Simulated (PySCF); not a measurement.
A species of formula C2H3ClF2 has this rotational fingerprint, computed with PBE0-D3(BJ)/def2-SVP geometry optimisation, gas phase in PySCF 2.14.0:

| Property | Result |
| --- | --- |
| Rotational constants | A = 5280, B = 3242, C = 3153 MHz |
| Dipole components | \|μa\| = 0.84 D, \|μb\| = 1.92 D, \|μc\| = 0.00 D |
| Inertial defect | -91.36 u·Å² |
| κ | -0.92 |

Question: Which structure is it? (One computed conformer of each.)
A. 1-chloro-1,1-difluoroethane, `CC(F)(F)Cl`
B. `[F:1][CH:2]([F:3])[CH2:4][Cl:5]` with F1–C2–C4–Cl5 67° (2-chloro-1,1-difluoroethane)

Answer: A. It is CC(F)(F)Cl, a near-prolate asymmetric top, point group Cs. The candidates at the same level (rigid rotor, commonest isotopes):

| SMILES | A (MHz) | B (MHz) | C (MHz) | μa (D) | μb (D) | μc (D) | Δ (u·Å²) | point group | rotor |
| --- | --- | --- | --- | --- | --- | --- | --- | --- | --- |
| CC(F)(F)Cl | 5280 | 3242 | 3153 | 0.84 | 1.92 | 0.00 | -91.36 | Cs | near-prolate asymmetric top |
| FC(F)CCl | 9084 | 2188 | 1862 | 0.15 | 1.40 | 0.30 | -15.20 | C1 | near-prolate asymmetric top |

`FC(F)CCl` has A 72 % too high. In the right answer the mirror of this Cs structure is the ab plane, so μc vanishes by symmetry (the 0.03 D computed is a residue). No structure here is proved a minimum.
